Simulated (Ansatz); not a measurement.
## Ansatz (development build ahead of 0.2.0) run

```yaml
crystal:
  periodic: [false, false, false]
  atoms:
    - { symbol: P, position_ang: [0.01016, -0.01064, -0.81638] }
    - { symbol: F, position_ang: [0.04048, -0.02678, 0.7566] }
basis:
  gaussian: { orbitals: def2-SVP }
total_charge: 1
magnetization:
  initial_magnetization: 1
hamiltonian:
  xc: hf
correlation:
  method: ccsd_t
  frozen_orbitals: { F: 1, P: 5 }
```

The input is written out in the form of the current development build from the run's settings. Correlation on restricted open-shell orbitals is semicanonical, with singles.

Output:

| Property | Result |
| --- | --- |
| Converged | yes |
| Reference energy | -439.61610 hartree |
| Correlation energy | -0.29279 hartree |
| Total energy | -439.90889 hartree |
| Stability test | minimum among restricted orbitals |
